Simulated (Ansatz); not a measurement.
The input, for Ansatz 0.2.0:

```yaml
crystal:
  periodic: [false, false, false]
  atoms:
    - {symbol: O, position_ang: [0.000000, 0.000000, 0.000000]}
    - {symbol: O, position_ang: [0.000000, 0.000000, 1.925000]}
basis:
  gaussian: {orbitals: 6-31G}
correlation: {method: fci, electrons: outside_noble_gas}
```

```sh
$ ansatz run in.yaml --threads 1 --pin off --events-out ev --progress --plain --max-ram 2393MiB
```

(1) Roughly how long does this take on 1 thread of Arm Neoverse V2, shared host, and how much host memory?

```
267 factors; integrals over basis functions are off by at most 2.6e-8 eV
mean field evaluation 1: about -4059.6239 eV, gradient 1.1e1 eV
mean field evaluation 2: about -4059.6254 eV, gradient 1.1e1 eV
mean field evaluation 4: about -4060.0456 eV, gradient 1.2e0 eV
mean field evaluation 8: about -4060.0431 eV, gradient 9.8e-4 eV
mean field evaluation 16: about -4060.0431 eV, gradient 4.2e-7 eV
mean field evaluation 32: about -4063.3433 eV, gradient 1.6e-6 eV
mean field evaluation 64: about -4060.2432 eV, gradient 1.2e1 eV
mean field evaluation 96: about -4063.2130 eV, gradient 1.3e-2 eV
mean field evaluation 128: about -4063.2361 eV, gradient 1.2e0 eV
mean field evaluation 160: about -4062.1473 eV, gradient 4.7e-1 eV
mean field -4063.34330562 eV, -149.3251122485 hartree, gradient 7.8e-7 eV, S^2 0.000000; 15 other end points of the search recorded, 0 dependent functions left out; unrestricted orbitals would lower it
mean field evaluation 192: about -4063.7414 eV, gradient 4.6e0 eV
determinant -4062.14792328 eV, -149.2811827579 hartree, with singles and doubles -4066.80757961 eV, -149.4524219695 hartree
determinant -4060.74212307 eV, -149.2295205528 hartree, with singles and doubles -4065.15977870 eV, -149.3918664030 hartree
determinant -4060.04309667 eV, -149.2038318065 hartree, with singles and doubles -4072.02740988 eV, -149.6442471938 hartree
unrestricted determinant -4067.35566875 eV, -149.4725638739 hartree, S^2 1.8225
2 core orbitals not correlated: weight in the atoms' cores, before any rotation towards them, 1.000 or more for the frozen orbitals, at most 0.000 for the correlated occupied ones
reference -4062.14792328 eV, -149.2811827579 hartree; 6, 6 occupied and 10, 10 virtual orbitals, 267 factors
state -4073.42018761 eV, -149.6954308313 hartree
2 core orbitals not correlated: weight in the atoms' cores, before any rotation towards them, 1.000 or more for the frozen orbitals, at most 0.000 for the correlated occupied ones
state -4073.42013934 eV, -149.6954290573 hartree
Total energy: -4073.42018761 eV, -149.6954308313 hartree
```

Results:

(1) 6 min wall and 0.85 GiB.
